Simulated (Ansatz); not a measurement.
Program: Ansatz. Geometries: PBE0-D4/def2-TZVP. ΔE: electronic, gas phase. CBS: MP2 limit from def2 TZ/QZ plus the TZ coupled-cluster correction, frozen cores. Functionals use def2-TZVPP. Each species was taken in one conformer, which may not be the lowest.

`N=C(CF)CF` → `C=NC(C)(F)F`  (isomerisation)

| level | ΔE (kJ/mol) |
| --- | --- |
| PBE-D4 | -38.2 |
| SCS-MP2/def2-QZVPP | -40.3 |

Task: What does CCSD(T)/CBS give? (Estimate.)

Result: Ansatz gave: -41.4 kJ/mol. The listed levels differ from it by 3.2, 1.1 kJ/mol.

Largest T1 diagnostic among the species: 0.012.
